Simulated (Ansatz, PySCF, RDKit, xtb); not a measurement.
# [C3H3]+: a search for the lowest isomer

Given the formula [C3H3]+ (charge +1) and nothing else, which arrangement of the atoms is the most stable in the gas at 298.15 K, and what are its properties?

Plan: many cheap relaxations first (GFN2-xTB), then density-functional screening, relaxation at PBE0-D3(BJ)/def2-SVP, vibrations and a final energy. The numbers are computed, not measured.

4 further runs of the same task are left out: 4 set aside as unsound or not needed.

## (1) Candidates

All bonding patterns within simple valence rules are listed by program: one Lewis structure each, at most two rings and one unusual centre or charged pair. O–O, O–halogen and N–halogen bonds and N–N–N chains are not drawn. That gives 4 candidates.

| label | SMILES | spin |
| --- | --- | --- |
| c491 | C#C[CH2+] | singlet |
| c581 | [C+]1=CC1 | singlet |
| c615 | c1c[cH+]1 | singlet |
| c659 | [C+]#CC | singlet |

Candidates are built by distance geometry, with a force field where one applies, in up to four conformers (letters a to d). 14 starts with atoms placed at random are added, to find patterns that the rules miss.

Q: Predict the outcome of this search (final energies at CCSD(T)/def2-TZVPP).

| quantity | value |
| --- | --- |
| lowest structure found | c1c[cH+]1, singlet, D3h |
| next finalist | C#C[CH2+], singlet, 25.8 kcal/mol higher in G |
| share at equilibrium, among the finalists | 100.0 % |
| harmonic wavenumbers, lowest and highest (PBE0-D3(BJ)/def2-SVP) | 768 and 3316 cm⁻¹ |
| rotational constants, same geometry | 1.02, 1.02, 0.5101 cm⁻¹ |
| HOMO energy (PBE0/def2-TZVPD) | -17.66 eV |
| LUMO energy (PBE0/def2-TZVPD) | -7.82 eV |
| HOMO–LUMO gap (PBE0/def2-TZVPD) | 9.84 eV |
| lowest excitation (TD-PBE0/def2-SVPD) | 7.28 eV (f = 0.000) |
| lowest triplet excitation, same level, Tamm-Dancoff | 6.66 eV |
| vertical ionisation energy | 20.56 eV |
| vertical recombination energy (electron added) | 5.45 eV |
| vertical triplet less singlet | +6.72 eV |

The lowest structure found is `c1c[cH+]1`. The margin of 25.8 kcal/mol over the next finalist is beyond the usual error of the last level; it says nothing of structures that weren't ranked. GFN2-xTB, HF/STO-3G, r2SCAN-D4/def2-SVP, PBE0-D3(BJ)/def2-SVP, HF/def2-TZVPP and MP2/def2-TZVPP already put its bonding pattern lowest among the structures in one piece. A large T1 diagnostic among the finalists warns that one reference determinant may not suffice. It concerns: the finalist C#C[CH2+] (singlet). Lowest found is not proven lowest: the search is finite, and each finalist counts with one conformer. Patterns outside the rules of the enumeration were met only by chance.
